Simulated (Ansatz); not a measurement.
Input for Ansatz (development build ahead of 0.2.0):

```yaml
crystal:
  periodic: [false, false, false]
  atoms:
    - { symbol: Mg, position_ang: [0.0, 0.0, 0.0] }
    - { symbol: H, position_ang: [0.0, 0.0, 4.816] }
    - { symbol: B, position_ang: [0.0, 4.8261, -4.0496] }
basis:
  gaussian: { orbitals: pcseg-2 }
magnetization:
  spin_polarized: true
hamiltonian:
  xc: hf
```

The input is written out in the form of the current development build from the run's settings.

Output:

* Converged: yes
* Total energy: -224.63287 hartree
* Spin squared of the determinant: 1.008
* Stability test: minimum

Caution: the unrestricted determinant is a mixture of spin states.
